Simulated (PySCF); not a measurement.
Unknown compound

Molecular formula: C5H9F. Simulated spectra:

¹H NMR (400 MHz, computed): δ 5.57 (q of sext of d, J = 8.3, 1.9, 1.2 Hz, 1H), 4.71 (d of quint, J = 54.6, 1.3 Hz, 2H), 1.85 (quint, J = 2.1 Hz, 3H), 1.68 (m, 3H).

¹³C{¹H} NMR (computed): δ 144.0 (C, d, J = 16.1 Hz), 132.8 (CH, d, J = 5.7 Hz), 74.9 (CH2, d, J = 227.5 Hz), 21.3 (CH3, d, J = 5.3 Hz), 14.3 (CH3).

No solvent, fast rotation and ring inversion assumed for equivalent nuclei, one conformer, non-relativistic. Structure optimised with PBE0-D3(BJ)/def2-SVP; NMR shieldings at HF/pcSseg-2/GIAO; couplings computed with B3LYP/pcJ-1 (spin–dipole term only in couplings to heteroatoms); PySCF.

Chemical shifts δ = σref − σ; ¹H, ¹³C vs TMS, all at this level.

**Question.** What is the structure?

**Answer.** 
- Rings plus π bonds: 1 (no ring in the answer).
- 5 carbon signals for 5 carbons: no two carbons are equivalent.
- Carbon types of the structure: 1 × C, 1 × CH, 1 × CH2, 2 × CH3, which accounts for all hydrogens.
- δC 144.0: fully substituted alkene carbon; an sp2 carbon of a C=C bond.
- δC 132.8: alkene CH; as expected for a trigonal carbon in a double bond.
- δC 74.9: allylic sp3 CH2 bonded to F; the inductive effect lowers its shielding.
- δC 21.3, 14.3: allylic methyl carbon; saturated and bonded to C and H only.
- δH 5.57: hydrogen on an alkene CH; attached to an sp2 carbon and in the plane of the double bond.
- δH 4.71: hydrogen on an allylic sp3 CH2 bonded to F; its carbon carries F, an electronegative neighbour.
- δH 1.85, 1.68: hydrogen on an allylic methyl carbon; allylic position.

These data were computed for SMILES C(/C(=C\C)C)F.

The shifts were computed for this structure.

C–F couplings over four or more bonds (about 3 Hz to the para carbon of a fluoroarene) are left out. Common functionals overestimate the size of one-bond C–F couplings by tens of Hz; these are unscaled. Multiplet labels drop couplings under 1 Hz and merge nearly equal ones. Unscaled 3J(H,H) at this level run about 10 % above measured values. Shifts are as computed, not scaled to solution data. Of 1211 compounds with measured shifts, 218 miss one by over three times the rms of a fit or turn the order of signals round; such compounds aren't used in these exercises.
